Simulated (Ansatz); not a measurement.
# What a trial cell of RbZn relaxes into

These are results of Ansatz 0.2.0, DFT PBE, scalar-relativistic, plane waves, PAW, not measurements. Cutoff 420 eV, Γ-centred k mesh, Gaussian smearing, no spin polarisation in the final step.

The start puts RbZn on the zinc blende structure type (F-43m, No. 216), with Rb in place of Zn, Zn in place of S, at a guessed volume.

```xyz
2
Lattice="0.0000 3.1340 3.1340 3.1340 0.0000 3.1340 3.1340 3.1340 0.0000" Properties=species:S:1:pos:R:3 pbc="T T T"
Rb    0.0000    0.0000    0.0000
Zn    4.7010    4.7010    4.7010
```

Steps on the 6×6×6 mesh (2 atoms). 11 of 11 steps are shown, and the free energy counts from the last. Trial steps that were taken back and renewals of the plane-wave basis can be among the rows.

| step | ΔF (meV/atom) | V (Å³/atom) | P (GPa) |
| --- | --- | --- | --- |
| 1 | 946.3 | 30.78 | 15.81 |
| 2 | 577.3 | 35.51 | 9.76 |
| 3 | 332.4 | 40.69 | 5.72 |
| 4 | 184.4 | 46.51 | 2.59 |
| 5 | 142.7 | 52.71 | -0.42 |
| 6 | 141.6 | 51.74 | 0.06 |
| 7 | 83.4 | 51.74 | 1.94 |
| 8 | 44.6 | 55.70 | 1.26 |
| 9 | 9.4 | 62.66 | 0.46 |
| 10 | 2.0 | 67.59 | 0.07 |
| 11 | 0.0 | 67.59 | 0.12 |

A final relaxation ran on a 12×12×12 mesh. The relaxed crystal, F-43m (No. 216):

```cif
data_structure
_symmetry_space_group_name_H-M 'F-43m'
_symmetry_Int_Tables_number 216
_cell_length_a 8.2357
_cell_length_b 8.2357
_cell_length_c 8.2357
_cell_angle_alpha 90.000
_cell_angle_beta 90.000
_cell_angle_gamma 90.000
_cell_volume 558.60
loop_
_atom_site_label
_atom_site_type_symbol
_atom_site_symmetry_multiplicity
_atom_site_Wyckoff_symbol
_atom_site_fract_x
_atom_site_fract_y
_atom_site_fract_z
_atom_site_occupancy
Rb1 Rb 4 a 0.00000 0.00000 0.00000 1
Zn1 Zn 4 c 0.25000 0.25000 0.25000 1
```

For RbZn, the volume per atom is 69.83 Å³, the density is 1.79 g/cm³ and the energy over the elements is 0.50 eV/atom. The gap on the 12×12×12 mesh is 0 eV (a metal).

Energies over the elements count from the elements' standard structures at the same level, with no empirical corrections.

The final run used a 12×12×12 mesh on its 2-atom cell and 0.10 eV smearing. The k mesh leaves about 4 meV/atom of noise in metals.

Symmetry constrained the relaxation, so the result can be a saddle point.

Cost: 3 runs of about 1.8 core-minutes in all, on Intel Xeon Platinum 8488C (Sapphire Rapids) (shared hosts).